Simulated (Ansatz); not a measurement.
**Aluminium, fcc: convergence with cold smearing**

Computed with Ansatz, LDA, scalar-relativistic PAW, on the relaxed cell (a = 3.983 Å; spin not included). Errors count from a run at 420 eV on a Γ-centred 22×22×22 mesh with Fermi-Dirac smearing of 0.1 eV, extrapolated to zero width. Fixed here: cutoff 420 eV, mesh 14×14×14. The SCF starts from atomic densities corrected by a trained network.

| width (eV) | E(σ→0) error (meV/atom) | F error (meV/atom) | P (GPa) | SCF iterations |
| --- | --- | --- | --- | --- |
| 0.01 | 8.7 | 8.7 | -0.20 | 5 |
| 0.03 | 8.6 | 8.6 | -0.19 | 5 |
| 0.1 | 8.8 | 9.0 | -0.26 | 5 |
| 0.2 | 9.2 | 9.2 | -0.23 | 5 |
| 0.3 | 9.6 | 9.0 | -0.17 | 5 |
| 1.0 | 2.7 | -0.9 | 0.11 | 5 |

**Question.** What does the run at 0.6 give (width)?

**Answer.** E(σ→0) error (meV/atom): 8.3; F error (meV/atom): 4.7; P (GPa): 0.00; SCF iterations: 5.
